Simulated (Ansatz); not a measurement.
**How far each method lies from RCCSDT(Q) for C$_{2}$H$_{3}$ClO, singlet**

Geometry: MP2(full)/6-31G*, from the G2/97 set.

```xyz
7

C     0.0781    0.5749    0.0000
C     1.5642    0.7674    0.0000
Cl   -0.3741   -1.1670    0.0000
O    -0.7674    1.4260    0.0000
H     1.7792    1.8358    0.0000
H     1.9960    0.2911    0.8827
H     1.9960    0.2911   -0.8827
```

Basis cc-pV(D+d)Z; Ansatz 0.2.0. Correlated methods freeze the noble-gas cores, which leaves 24 electrons in 72 orbitals. Prefix R: restricted or restricted open-shell reference. Active spaces: frontier = (8e, 8o) about the gap.

Full CI isn't at hand for all of this; RCCSDT(Q) serves as the reference, and is uncertain by about the last step of the cluster series.

The UHF ⟨S²⟩ is 0.000 and the T1 diagnostic (RCCSD) is 0.0149. The largest doubles amplitude (RCCSD) is 0.060.

```json
{"level": "RMP2", "E − E(RHF) (eV)": "-16.2271"}
{"level": "RCCSD", "E − E(RHF) (eV)": "-17.0709"}
{"level": "RCCSD(T)", "E − E(RHF) (eV)": "-17.6378"}
```

(1) Estimate how far RCCSDT(Q) in cc-pV(D+d)Z lies from RCCSD(T). The table doesn't fix it; the size of (T) and the diagnostics are the guide.

(1) RCCSDT(Q) in cc-pV(D+d)Z lies 7.1 kJ/mol below RCCSD(T), which is 13 % of the (T) step (-54.7 kJ/mol). The diagnostics are small and the rest is a small part of (T), but (T) is large here. The miss exceeds 1 kcal/mol.

The other levels:

```csv
level,E − E(RCCSDT(Q)) (kJ/mol),share of correlation (%),wall time
CISD,298.1,82.56,27 s
BCCD(T),6.5,99.62,3.6 s
RCCSDT,4.9,99.71,–
CASSCF (frontier space),1365.8,20.08,–
NEVPT2 (frontier space),206.2,87.93,24 s (H100)
NEVPT4(SD) (frontier space),25.0,98.54,24 s (H100)
MRCISD (frontier space),195.7,88.55,–
MRCISD+Q (frontier space),33.5,98.04,27 s (H100)
```

The correlation energy at RCCSDT(Q), counted from RHF, is -17.712 eV. That run took 24 s on 2 threads of AMD EPYC 7R13 with a shared H100 80 GB, shared host.

Times hold each run's SCF and search for its determinant on a shared host, so for small cases they say little of a method's own cost; rows without a card ran on 1 thread of AMD EPYC 7R13.

Atomization energy (electronic, same basis, no zero-point term; atoms at the same level, unrestricted beside the R rows where the molecule is a closed shell, with restricted open-shell steps beyond CCSDT(Q)) at RCCSDT(Q): 2581.5 kJ/mol. Errors of other levels:

```json
{"level": "RHF", "error (kJ/mol)": "-660.4"}
{"level": "RMP2", "error (kJ/mol)": "70.1"}
{"level": "CISD", "error (kJ/mol)": "-265.2"}
{"level": "RCCSD", "error (kJ/mol)": "-47.7"}
{"level": "RCCSD(T)", "error (kJ/mol)": "-3.8"}
{"level": "BCCD(T)", "error (kJ/mol)": "-2.8"}
{"level": "RCCSDT", "error (kJ/mol)": "-4.2"}
```

This basis is far from its limit, so the value isn't to be set against a measured one. Truncated CI isn't size-consistent, which counts against it in atomization.
